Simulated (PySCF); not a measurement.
**NH₃, singlet: data card**

Level of theory: B3LYP in PySCF with N def2-TZVP, H def2-TZVP; no relativity; density-fitted integrals.

The structure is a minimum.

```xyz
4
charge 0 multiplicity 1, angstrom
N     0.0000    0.0000   -0.0661
H     0.9428    0.0000    0.3060
H    -0.4714    0.8165    0.3060
H    -0.4714   -0.8165    0.3060
```

```json
{"Point group": "C3v", "Bond lengths": "N–H 1.014 Å (×3)", "Bond angles": "H–N–H 107.3° (×3)", "Highest occupied level": "-7.30 eV", "Dipole moment": "1.67 D", "Lowest empty level": "0.64 eV", "Principal quadrupole moments (Buckingham, traceless) about the centre of mass": "-2.89, 1.45, 1.45 D Å", "Zero-point energy": "89.8 kJ/mol", "Entropy at 298.15 K and 1 bar": "192.5 J/(mol K)", "Principal polarisabilities": "9.6, 11.0, 11.0 bohr³", "Heat capacity Cp at 298.15 K": "35.1 J/(mol K)", "Enthalpy at 298.15 K above 0 K": "10.02 kJ/mol", "Rotational symmetry number": "3", "Atomisation energy without zero-point energy": "1248 kJ/mol", "Rotational constants": "9.986, 9.986, 6.272 cm⁻¹"}
```

Harmonic modes (masses in u: N 14.003, H 1.008):
| symmetry | ω (cm⁻¹) | IR (km/mol, summed over degenerate members) | type |
| --- | --- | --- | --- |
| a1 | 1026 | 178 | bend |
| e | 1671 | 43.1 | bend |
| a1 | 3465 | 1.0 | stretch |
| e | 3586 | 3.2 | stretch |

In C3v the vibrations span 2a1 + 2e.

Charges (e):
```csv
atom,Mulliken,Löwdin,polar tensor,Mayer order to N1
N1,-0.66,-0.39,-0.45,–
"H2,3,4",0.22,0.13,0.15,0.95
```

Mulliken populations on N1: s 3.57, p 4.07, d 0.02, f 0.00.

Counting electrons, nitrogen keeps 2 of its valence electrons outside its bonds, so the VSEPR class is AX3E1 and the expected shape is trigonal pyramidal (C3v), as computed.

The final relaxation and frequency run took 4.1 s on 2 threads of a shared Arm Neoverse V2 host, with 49 basis functions and 8 gradients; the process peaked at 0.66 GiB. Launch command: `OMP_NUM_THREADS=2 python axn.py task.json out`.
